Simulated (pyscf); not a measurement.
Four-centre exchange: H₂O + HO–P(OH)–OH -> HO–P(OH)–OH + H₂O

Gas phase, singlet surface, charge 0. Bonds broken: O1–H9, P2–O8. Bonds formed: O1–P2, O8–H9. PySCF, gas phase, ωB97X-D3(BJ)/def2-SVP geometries.

Transition state (Å):

```xyz
10

O      0.2037    -0.6139     1.0847
P     -1.4730    -0.0045     0.3582
O     -1.2927    -1.3117    -0.6541
O     -2.3909     0.8660    -0.7842
H      0.4728    -1.4417     0.6611
H     -2.0123    -1.2981    -1.2998
H     -1.9421     1.0180    -1.6291
O      0.0378     1.2234    -0.2224
H      0.5733     0.5305     0.3970
H     -0.0537     2.0889     0.2021
```

One imaginary mode, 524i cm⁻¹; descent along it reached the two sides named, in the forms told below.

```csv
bond,change,reactant side (Å),saddle,product side
O1–H9,breaks,0.968,1.385,2.072
P2–O8,breaks,1.659,2.032,3.1
O1–P2,forms,3.4,1.926,1.674
O8–H9,forms,2.9,1.073,0.972
```

Electronic energies relative to the separated reactants (kcal/mol):

| level | barrier | reaction energy | reverse barrier |
|---|---|---|---|
| ωB97X-D3(BJ)/def2-TZVP | 40.1 | 0.0 | 40.1 |
| PBE/def2-TZVP | 31.8 | 0.0 | 31.8 |
| r²SCAN/def2-TZVP | 35.4 | 0.0 | 35.4 |
| B3LYP-D3(BJ)/def2-TZVP | 37.9 | 0.0 | 37.9 |
| PBE0-D3(BJ)/def2-TZVP | 36.9 | 0.0 | 36.9 |
| M06-2X/def2-TZVP | 39.3 | 0.0 | 39.3 |
| ωB97M-D3(BJ)/def2-TZVP | 38.7 | 0.0 | 38.7 |
| HF/def2-TZVP | 63.7 | 0.0 | 63.7 |

With ωB97M-D3(BJ)/def2-TZVP energies and thermal terms (ideal gas, 1 atm, RRHO with modes under 100 cm⁻¹ raised to 100, one conformer, R ln 2 for chiral ones without a mode under 150 cm⁻¹), in kcal/mol:

```json
[
 {"T (K)": "298", "ΔH‡": "38.3", "ΔG‡": "50.5", "ΔH": "0.0", "ΔG": "0.0"},
 {"T (K)": "600", "ΔH‡": "38.2", "ΔG‡": "63.0", "ΔH": "0.0", "ΔG": "0.0"},
 {"T (K)": "900", "ΔH‡": "38.7", "ΔG‡": "75.3", "ΔH": "0.0", "ΔG": "0.0"},
 {"T (K)": "1200", "ΔH‡": "39.4", "ΔG‡": "87.3", "ΔH": "0.0", "ΔG": "0.0"}
]
```

On the reactant side the descent ends in a complex (not fully relaxed), 7.1 kcal/mol under the separated species and 47.2 kcal/mol under the saddle at ωB97X-D3(BJ)/def2-TZVP. On the product side the descent ends in a bound adduct (not fully relaxed), 8.4 kcal/mol under the separated species and 48.5 kcal/mol under the saddle at ωB97X-D3(BJ)/def2-TZVP. The same reactants have a lower exit, to O=P–OH + H₂O + H₂O (highest point, the separated products, at +22.5 kcal/mol at ωB97M-D3(BJ), against +38.7 kcal/mol here). One saddle was located; it need not be the lowest between these sides.
